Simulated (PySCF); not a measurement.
## Vertical excitation energies

C4H9PS.
Numbering: `[CH2:1]=[C:2]([CH3:3])[P@H:4]([CH3:5])=[S:6]` (hydrogens: H7, H8 on C1; H9, H10, H11 on C3; H12 on P4; H13, H14, H15 on C5)

Level of theory: TDDFT CAM-B3LYP/def2-SVPD, vertical, gas phase, core orbitals frozen in the response in PySCF. The structure is a single GFN2-xTB conformer in the gas phase; no vibrational or solvent corrections. Torsions of this conformer, `[CH2:1]=[C:2]([CH3:3])[P@H:4]([CH3:5])=[S:6]`: C1–C2–P4–C5 109°.

```
state  E (eV)  E (hartree)       f     main configurations (H = HOMO, L = LUMO)
   S1    5.18       0.1902  0.0035                       H→L (52%), H-1→L (43%)
   S2    5.32       0.1955  0.0092                       H-1→L (53%), H→L (42%)
   S3    6.07       0.2232   0.031        H→L+1 (38%), H→L+4 (31%), H→L+3 (12%)
   S4    6.11       0.2246   0.020        H→L+2 (49%), H→L+1 (12%), H→L+3 (11%)
   S5    6.15       0.2259   0.032                 H-1→L+2 (52%), H-1→L+4 (22%)
   S6    6.27       0.2304   0.036  H-1→L+1 (61%), H-1→L+3 (15%), H-1→L+4 (13%)
   S7    6.60       0.2426   0.016        H→L+1 (25%), H→L+8 (13%), H→L+5 (11%)
   S8    6.76       0.2483   0.035    H-1→L+4 (18%), H-2→L (13%), H-1→L+1 (11%)
```

Triplets (Tamm–Dancoff): T1 4.25 eV, H-2→L (77%); T2 5.03 eV, H→L (47%), H-1→L (32%); T3 5.07 eV, H-1→L (51%), H→L (30%).

The lowest singlet comes at 240 nm (499 kJ/mol) in the ultraviolet; it is very weak; its leading configuration is HOMO→LUMO (52%). The largest oscillator strength of a single state is 0.036. Löwdin shares by element: HOMO sulfur 75%, phosphorus 14%, carbon 5% or more; LUMO carbon 56% or more, phosphorus 9%, hydrogen 6% or more (atoms not listed hold the other 29%). Weighted by f, the mean energy of these states is 6.25 eV. The oscillator strengths of these states sum to 0.182; summed over the whole spectrum of an exact calculation they would give the number of electrons, 64 (Thomas–Reiche–Kuhn). Of the 8 states listed, 6 reach f = 0.01 and none stays under 0.0005. The window holds the lowest 8 singlets.
